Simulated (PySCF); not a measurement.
## Löwdin shares of the frontier orbitals

Species: C₃H₆F₂.
Atom-mapped SMILES: `[CH3:1][C@H:2]([F:3])[CH2:4][F:5]` (hydrogens: H6, H7, H8 on C1; H9 on C2; H10, H11 on C4)

Cartesian coordinates in Å at the PBE0-D3(BJ)/def2-SVP level; atoms count from 1:
```
atom  x, y, z in Å
C1     1.163    0.303   -0.514
C2     0.082   -0.575    0.072
F3    -0.296   -1.513   -0.866
C4    -1.139    0.205    0.490
F5    -2.019   -0.597    1.162
H6     0.774    0.890   -1.360
H7     1.567    0.995    0.239
H8     1.986   -0.324   -0.884
H9     0.459   -1.125    0.953
H10   -1.637    0.614   -0.407
H11   -0.841    1.042    1.145
```

Theory: TDDFT CAM-B3LYP/def2-SVPD, vertical, gas phase, core orbitals frozen in the response in PySCF.

Kohn–Sham orbitals with the atoms that hold most of them (Löwdin shares over 4%, at most four atoms; ? is withheld):

```json
{"orbital": "LUMO+2", "ε (eV)": "2.13", "atoms": "H9 24%, H10 14%, F3 12%, C2 12%"}
{"orbital": "LUMO+1", "ε (eV)": "1.87", "atoms": "C4 22%, F5 16%, H11 12%, C1 9%"}
{"orbital": "LUMO", "ε (eV)": "?", "atoms": "C1 26%, H7 13%, C4 13%, H11 11%"}
{"orbital": "HOMO", "ε (eV)": "-10.88", "atoms": "?"}
{"orbital": "HOMO-1", "ε (eV)": "-11.36", "atoms": "?"}
{"orbital": "HOMO-2", "ε (eV)": "-11.61", "atoms": "F5 42%, C4 18%, F3 10%, H11 9%"}
{"orbital": "HOMO-3", "ε (eV)": "-12.69", "atoms": "C1 25%, F3 23%, F5 19%, H7 14%"}
```

(1) Give the leading atoms of the HOMO-1.

(2) Give the leading atoms of the HOMO.

(3) What is the LUMO energy, and the HOMO–LUMO gap?

Results:

(1) F3 (bonded to C) 32%; C2 (bonded to 2 C, F and H) 19%; C1 (bonded to C and 3 H) 15%; F5 (bonded to C) 9%. By element: fluorine 41%, carbon 34% or more.

(2) F3 (bonded to C) 21%; C2 (bonded to 2 C, F and H) 20%; C4 (bonded to C, F and 2 H) 19%; F5 (bonded to C) 18%. By element: carbon 39% or more, fluorine 39%.

(3) ε(LUMO) = 1.23 eV; the gap is 12.11 eV (0.4449 hartree).

Q: How does S1 compare with the orbital gap of 12.11 eV?

A: S1 is at 9.09 eV (f = 0.010), 3.02 eV below the gap, made of HOMO→LUMO (86%). Without the coupling terms of the response equations the lowest excitation would equal the gap.

Next come S2 at 9.43 eV (f 0.0001), HOMO→LUMO+1 (50%), HOMO-1→LUMO (30%); S3 at 9.51 eV (f 0.0047), HOMO-1→LUMO (42%), HOMO→LUMO+1 (22%), HOMO-2→LUMO+1 (14%); S4 at 9.63 eV (f 0.030), HOMO-2→LUMO (39%), HOMO-2→LUMO+1 (22%), HOMO-1→LUMO (11%); S5 at 9.83 eV (f 0.071), HOMO→LUMO+2 (81%).

One conformer stands for the species.
